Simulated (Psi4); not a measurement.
Psi4 input (wB97X-D/6-31G*):

```
memory 1500 MB

molecule {
0 2
C     0.22577584    0.13547594    1.40749977
C     0.00742734    0.07963315    0.04508769
H     0.38119463    1.08236846    1.90771855
H     0.24731876   -0.75949738    2.01389750
C    -0.02844852    1.23028516   -0.72802239
H     0.12134138    2.20489305   -0.28305230
H    -0.20684708    1.18897693   -1.79400529
C    -0.18199788   -1.26143177   -0.62813139
H    -0.36837223   -2.04988441    0.10038942
H    -1.02040204   -1.23565840   -1.32585567
H     0.70922577   -1.53497315   -1.19769435
symmetry c1
no_reorient
no_com
}

set {
  basis 6-31G*
  reference uks
  scf_type pk
  dft_radial_points 99
  dft_spherical_points 590
  e_convergence 1e-8
  d_convergence 1e-7
  maxiter 150
}

e = energy('wb97x-d')
print_out(f'\nFINAL {e:.10f} DIPOLE {variable("CURRENT DIPOLE")[0]:.6f} {variable("CURRENT DIPOLE")[1]:.6f} {variable("CURRENT DIPOLE")[2]:.6f}\n')
```

From the last part of the output:

```
              A
    DOCC [    15 ]
    SOCC [     1 ]
    NA   [    16 ]
    NB   [    15 ]

  @UKS Final Energy:  -156.51918178585046

   => Energetics <=

    Nuclear Repulsion Energy =            112.7610490106735881
    One-Electron Energy =                -432.1446092259088800
    Two-Electron Energy =                 179.3352348509744729
    DFT Exchange-Correlation Energy =     -16.4671203627276128
    Empirical Dispersion Energy =          -0.0037360588620068
    VV10 Nonlocal Energy =                  0.0000000000000000
    Total Energy =                       -156.5191817858504635

  UHF NO Occupations:
  HONO-2 :   14  A 1.9994441
  HONO-1 :   15  A 1.9807292
  HONO-0 :   16  A 1.0000000
  LUNO+0 :   17  A 0.0192708
  LUNO+1 :   18  A 0.0005559
  LUNO+2 :   19  A 0.0004726
  LUNO+3 :   20  A 0.0001742

Computation Completed

Properties will be evaluated at   0.000000,   0.000000,   0.000000 [a0]

Properties computed using the SCF density matrix

 Multipole Moments:

 ------------------------------------------------------------------------------------
     Multipole            Electronic (a.u.)      Nuclear  (a.u.)        Total (a.u.)
 ------------------------------------------------------------------------------------

 L = 1.  Multiply by 2.5417464519 to convert [e a0] to [Debye]
 Dipole X            :         -0.0032730           -0.0000002           -0.0032733
 Dipole Y            :         -0.0946762           -0.0000000           -0.0946762
 Dipole Z            :         -0.0667141           -0.0000001           -0.0667142
 Magnitude           :                                                    0.1158667

 ------------------------------------------------------------------------------------

FINAL -156.5191817859 DIPOLE -0.003273 -0.094676 -0.066714

*** Psi4 exiting successfully. Buy a developer a beer!
```
